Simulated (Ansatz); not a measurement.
Ideal-gas functions of C$_{2}$H$_{3}$FOS$_{2}$ (`FC1(S)OCS1`) at 600 K and 1 bar, from an Ansatz frequency run at PBE0-D4/def2-TZVP.

Molar mass 126.18 g/mol, point group C1 (symmetry number 1), electronic degeneracy 1, moments of inertia 138.624, 257.39, 274.137 u Å². Harmonic wavenumbers (cm⁻¹, unscaled): 88, 205, 248, 320, 392, 432, 548, 659, 761, 861, 940, 979, 1064, 1082, 1118, 1158, 1317, 1515, 2691, 3077, 3141.

Use S(trans) = R[1.5 ln M + 2.5 ln T − 1.1517]; rotational temperatures θ = 24.2544 K / I; S(rot) = R[ln(√π/σ · √(T³/θAθBθC)) + 1.5]; for each mode x = 1.438777 ν̃/T, S = R[x/(eˣ − 1) − ln(1 − e⁻ˣ)] and H = RT x/(eˣ − 1); 1 cm⁻¹ = 0.0119627 kJ/mol; R = 8.31446 J/(mol·K).

Task: By hand: the entropy, in J/(mol·K).

Result: Translation 183.7. Rotation: θ = 0.175, 0.0942, 0.0885 K, giving 124.2. Vibration, mode by mode: 21.27, 14.30, 12.76, 10.72, 9.13, 8.38, 6.62, 5.32, 4.38, 3.62, 3.12, 2.90, 2.47, 2.39, 2.23, 2.07, 1.53, 1.04, 0.10, 0.04, 0.04, in all 114.4. Electronic 0.0. Sum 422.3 J/(mol·K).

Task: By hand: H − E and G − E in kJ/mol, counted from the electronic energy.

Result: Zero-point energy ½ × 22596 × 0.0119627 = 135.2; thermal vibration 36.7; translation, rotation and pV give 4 RT = 20.0. H − E = 191.9 kJ/mol, and G − E = 191.9 − 600 × 422.3/1000 = -61.5 kJ/mol.

Vibration gives 27 % of the entropy, 21.3 J/(mol·K) of it from the mode under 150 cm⁻¹: soft modes count most, and the harmonic formula is weakest for them. The sum counts one conformer and one mirror image; others add a mixing term.
